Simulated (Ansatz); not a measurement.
**B2C (triplet): from Hartree-Fock to the top rungs, def2-TZVPP**

One table from this session's results is given with a row withheld; the runs are named, their logs left out.

Program: Ansatz 0.2.0, Gaussian basis. Level of theory: def2-TZVPP, core rule «outside noble gas», up to 3 orbitals frozen. These are calculated values, not measurements.

Plan: UHF; ROHF; CCSD(T) on UHF.

2 further runs of the same task are left out: 2 set aside as unsound or not needed.

### The system

The geometry is a PBE0/def2-TZVP stationary point (not a proven minimum) of the parent state, kept for this charge and spin.

3 atoms, charge 0, spin multiplicity 3.

Atoms are counted from 1 here; the program's logs count them from 0.

Bond lengths: B1–C2 1.379 Å, C2–B3 1.379 Å. Angles: B1–C2–B3 180.0°.

Coordinates:

```xyz
3
charge 0, multiplicity 3
B     0.00000    0.00000   -1.37950
C     0.00000    0.00000    0.00000
B     0.00000    0.00000    1.37950
```

Set-up of the first run:

in.yaml reads:

```yaml
crystal:
  periodic: [false, false, false]
  atoms:
    - {symbol: B, position_ang: [0.000000, 0.000000, -1.379500]}
    - {symbol: C, position_ang: [0.000000, 0.000000, 0.000000]}
    - {symbol: B, position_ang: [0.000000, 0.000000, 1.379500]}
basis:
  gaussian: {orbitals: def2-TZVPP}
magnetization: {spin_polarized: true, initial_magnetization: 2}
hamiltonian: {xc: hf}
output: {orbitals: {seedname: orbitals}}
```

Started as:

```bash
> ansatz run in.yaml --threads 1 --pin off --events-out ev --progress --plain --max-ram 4096MiB --backend cpu
```

Among the steps run: UHF; ROHF; CCSD(T) on UHF.

One of the session's tables, all rows but one given; the rest of the session is left out.

```
  method  from UCCSD(T) (kJ/mol)
    ROHF                       ?
     UHF                  +802.8
    UMP2                   +88.3
   UCCSD                   +60.2
UCCSD(T)                       0
```

**Question.** Estimate the row for ROHF.

As computed: from UCCSD(T) (kJ/mol): +812.3. In the column «from UCCSD(T) (kJ/mol)» it is the highest.
